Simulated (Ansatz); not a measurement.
# MgS+ (quartet): the correlation ladder, 6-31G

An exercise on one series of results from a longer session: the logs are not shown, and one member is left open.

Method: 6-31G, core rule «outside noble gas», up to 10 orbitals frozen; program: Ansatz 0.2.0, Gaussian basis.

To be run: UHF; CCSD(T) on ROHF; CCSD(T) on UHF; BCCD(T) on ROHF; CISD; CCSDT(Q) on ROHF; CCSDT(Q) on UHF; CISDTQ; CCSDTQ on ROHF; CCSDTQ on UHF; Full CI.

24 further runs of the same task are left out: 8 for a known fault of the program, 2 for a mislabelled method, 7 that didn't finish, 7 set aside as unsound or not needed.

### What is computed

The geometry is a PBE0/def2-TZVP stationary point (not a proven minimum) of the parent state, kept for this charge and spin.

2 atoms, charge 1, spin multiplicity 4.

Atoms are counted from 1 here; the program's logs count them from 0.

Bond lengths: S1–Mg2 2.340 Å.

Set-up of the first run:

in.yaml

```yaml
crystal:
  periodic: [false, false, false]
  atoms:
    - {symbol: S, position_ang: [0.000000, 0.000000, 0.000000]}
    - {symbol: Mg, position_ang: [0.000000, 0.000000, 2.340400]}
basis:
  gaussian: {orbitals: 6-31G}
total_charge: 1
magnetization: {spin_polarized: true, initial_magnetization: 3}
hamiltonian: {xc: hf}
output: {orbitals: {seedname: orbitals}}
```

The run is started by

```console
$ ansatz run in.yaml --threads 1 --pin off --events-out ev --progress --plain --max-ram 2393MiB
```

Among the steps run: UHF; CCSD(T) on ROHF; CCSD(T) on UHF; BCCD(T) on ROHF; CISD; CCSDT(Q) on ROHF; CCSDT(Q) on UHF; CISDTQ; CCSDTQ on ROHF; CCSDTQ on UHF; Full CI.

One of the session's tables, all rows but one given; the rest of the session is left out.

```
   method  from FCI (meV)
     ROHF          +840.0
      UHF          +797.0
     RMP2          +226.0
     UMP2          +213.2
     CISD           +22.9
    RCCSD           +17.1
    UCCSD           +15.5
 RCCSD(T)            +3.5
 UCCSD(T)            +2.6
  BCCD(T)            +4.1
   RCCSDT            -0.7
   UCCSDT            -1.6
   CISDTQ            +0.4
RCCSDT(Q)               ?
UCCSDT(Q)            -1.1
  RCCSDTQ             0.0
  UCCSDTQ            -0.9
      FCI               0
```

**Question.** Estimate the row for RCCSDT(Q).

**Answer.** from FCI (meV): -0.1. In the column «from FCI (meV)» it lies between RCCSDT (-0.7) and RCCSDTQ (0.0).

To keep in mind: Levels on UHF freeze UHF's core orbitals, full CI those of ROHF, so the U rows can settle a little off it for that reason alone. Restricted and unrestricted rows rest on different reference determinants; where their highest levels disagree by more than a few hundredths of an eV, they describe different states and don't form one ladder.
